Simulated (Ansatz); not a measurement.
# [OH···H···H], doublet along the distance O1-H3

Starting geometry:

```json
{"atom": "O", "x (Å)": "-0.1533", "y (Å)": "-0.0491", "z (Å)": "0.0000"}
{"atom": "H", "x (Å)": "-0.4027", "y (Å)": "0.8775", "z (Å)": "0.0000"}
{"atom": "H", "x (Å)": "0.8062", "y (Å)": "-0.0491", "z (Å)": "0.0000"}
{"atom": "H", "x (Å)": "2.0307", "y (Å)": "-0.0491", "z (Å)": "0.0000"}
```

From there H3 is moved from one fragment to the other while all else, the fragments' distance too, stays fixed, so the hump isn't the reaction's barrier; atoms are numbered as listed. Energies are in eV, counted from the starting geometry at the same level.

Basis 6-31G; Ansatz 0.2.0. Only valence electrons are correlated (noble-gas cores frozen). Prefix R: restricted or restricted open-shell reference; prefix U: unrestricted. Active spaces: valence = (9e, 7o) chosen from the atoms' valence shells.

For open shells CISD and CISDTQ are restricted-active-space CI with the open shells as a complete middle space. Runs in a small pair space aren't shown, since their orbitals change along the scan.

Full CI is exact within this basis and frozen core; it isn't the basis-set limit. The frozen core follows each run's orbitals, which can shift R against U totals by a few meV.

```csv
distance O1-H3 (Å),full CI,curve A,curve B,curve C,curve D
0.892,0.189,0.188,0.186,0.175,0.175
0.960,0.000,0.000,0.000,0.000,0.000
1.028,0.030,0.031,0.037,0.059,0.053
1.097,0.160,0.162,0.180,0.251,0.215
1.165,0.291,0.294,0.327,0.485,0.362
1.234,0.358,0.363,0.414,0.644,0.671
1.302,0.339,0.343,0.415,0.651,0.732
1.371,0.267,0.269,0.361,0.561,0.612
1.439,0.219,0.219,0.327,0.485,0.513
```

Q: The curves come from CISDTQ, NEVPT2 (valence space), RMP2, UMP2. Compare each with full CI and say which is which.

A: A: CISDTQ, B: NEVPT2 (valence space), C: UMP2, D: RMP2. Spread of the error against full CI, over the points where both stand: A 0.005, B 0.111, C 0.325, D 0.406 eV.
